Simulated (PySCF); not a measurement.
Gas-phase reaction: 3 S₂O + 5 O₃ = 6 SO₃

Energies from PySCF, thermal terms from the rigid-rotor harmonic-oscillator model, ideal gas at 1 bar. The comparison is the NASA 1993 polynomial table, which mixes measured and estimated data. After a fit of one offset per element over all species, the range-separated, M06-2X, PBE0/def2-QZVP and CCSD(T)/def2-TZVPP enthalpies, where run, lie to one side of the table for S₂O (+20 kJ/mol), O₃ (+19 kJ/mol): a fault of the table's entry, another state or a shared error of the levels is possible; this was not checked at source. † marks an energy on the PBE0/def2-TZVP geometry and frequencies; other levels use their own. CCSD(T) freezes the core. 6-31G* has spherical d functions here. All species are closed-shell singlets. B3LYP is the form with VWN-RPA correlation. CCSD(T) isn't extrapolated to the basis-set limit; its ΔH°(298 K) is -2024.0 kJ in def2-SVP and -2888.3 kJ in def2-TZVPP. The harmonic model lacks anharmonicity and excited electronic states, which grow with temperature; levels with a mode under 35 cm⁻¹ are left out. Strong static correlation: O₃. The table's entry may be an old estimate for S₂O (not checked at source). Warning, large T1 diagnostic: O₃, S₂O (CCSD(T)/def2-TZVPP†).

log10 K (1 bar standard state):

```
T (K)  table  B3LYP/6-31G*  BLYP/def2-TZVP†  CCSD(T)/def2-TZVPP†  M06-2X/def2-TZVP†
-----  -----  ------------  ---------------  -------------------  -----------------
500    280.5         209.5            243.4                278.2              303.1
600    229.7         170.7            198.9                227.9              248.7
1000   128.1          93.3            110.0                127.4              139.8
1200   102.7          74.0             87.8                102.3              112.7
2000    52.0          35.6             43.6                 52.4               58.6
```
Ten kJ in ΔG° is worth 1.04 decades in K at 500 K and 0.26 at 2000 K.
